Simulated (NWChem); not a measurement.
System: CH₂ cation, doublet

```xyz
3

C      0.0000     0.0000    -0.0914
H      1.0358     0.0000     0.2742
H     -1.0358     0.0000     0.2742
```
Atoms are numbered in this order, from 1.

Geometry: optimised at PBE0-D3(BJ)/def2-TZVP, spin-unrestricted. No stability test was run on the SCF state.

Symmetry labels are those of C2v in the frame above (b1 and b2, or b-type labels, depend on it).

Task: List the 4 lowest vertical excitations from LRC-wPBEh/def2-SVP, spin-unrestricted, TDA (NWChem).

Result: 
```
state    energy (eV)  oscillator strength  symmetry of the excitation  <S²>
-------  -----------  -------------------  --------------------------  ----
state 1         1.00                0.000                          b2  0.75
state 2         5.44                0.000                          a2  2.70
state 3         6.84                0.000                          a2  0.80
state 4         7.56                0.001                          b1  0.76
```
